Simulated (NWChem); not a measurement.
SiH2, singlet; SMILES [SiH2]

Computed with NWChem. Low-valent species are run as closed-shell singlets; no triplet was tried in these runs. Each level has its own optimisation; frequencies are unscaled.

```tsv
level	basis functions	r H–Si (Å)	highest harmonic frequency (cm⁻¹)	lowest (cm⁻¹)	zero-point energy (kcal/mol)	dipole (D)
B3LYP/cc-pVDZ	28	1.541	2010	1009	7.2	[?]
B3LYP/aug-cc-pVDZ	45	1.539	2011	1008	7.2	0.09
B3LYP/cc-pVTZ	62	1.526	2031	1020	7.3	0.09
B3LYP/aug-cc-pVTZ	96	1.526	2031	1016	7.3	0.09
```

Problem. Fill in the missing entries.

Solution. 
- B3LYP/cc-pVDZ, dipole (D): 0.16
